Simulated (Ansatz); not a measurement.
Born–Oppenheimer molecular dynamics of CH8SSi (11 atoms, charge 0, multiplicity 1). It starts at the highest image of a converged band. Of that band: Neighbouring images differ by up to 2.1 eV, so the band resolves the path poorly. A vibrational analysis at the climbing image gives one clearly imaginary mode, 1125i cm⁻¹: a first-order saddle point.

Method: RKS PBE/def2-SVP (Ansatz).

```yaml
ensemble: NVE (velocity Verlet)
time_step: 0.5 fs
steps_asked: 200
starting_velocities_drawn_for: 300 K
seed: 10827
```

First frame:

```xyz
11
Properties=species:S:1:pos:R:3
Si -0.677 -0.500 0.242
S 1.742 -1.397 0.430
H -1.009 -1.818 -0.414
H -1.971 -0.196 0.983
C -0.315 0.922 -0.941
H 0.763 -0.449 1.523
H -0.032 0.038 1.804
H 2.267 -0.252 -0.092
H -1.278 1.294 -1.351
H 0.174 1.765 -0.413
H 0.334 0.592 -1.772
```

Task: How far do the bonds stretch over the last three quarters of this one trajectory? (Pairs bonded in most of those frames.)

Result: 
| bond | mean (Å) | spread (Å) | shortest | longest |
| --- | --- | --- | --- | --- |
| Si1–H3 | 1.508 | 0.016 | 1.48 | 1.54 |
| Si1–H4 | 1.517 | 0.037 | 1.46 | 1.58 |
| Si1–C5 | 1.925 | 0.034 | 1.86 | 1.97 |
| Si1–H7 | 1.512 | 0.032 | 1.46 | 1.56 |
| S2–H6 | 1.399 | 0.082 | 1.28 | 1.51 |
| S2–H8 | 1.366 | 0.025 | 1.33 | 1.40 |
| C5–H9 | 1.112 | 0.020 | 1.08 | 1.14 |
| C5–H10 | 1.112 | 0.017 | 1.08 | 1.14 |
| C5–H11 | 1.113 | 0.020 | 1.08 | 1.14 |

Mean temperature of the second half: 1576 K. The conserved energy stayed within 0.22 meV per atom of its start (net change 0.074 meV per atom), so the integration is sound. The kinetic energy rose, since the run started high on the potential surface and went downhill. It ends in pieces (CH6Si + H2S), so much of that is their flight and rotation, not heat. A run of 0.1 ps of so small a system gives no equilibrium averages. The orbitals stay closed-shell, which can raise the energy where a bond breaks towards radicals; this wasn't checked here.

Time of the run: 4.8 min on 2 threads of Arm Neoverse V1, with other jobs on the host, peak memory 0.12 GiB.
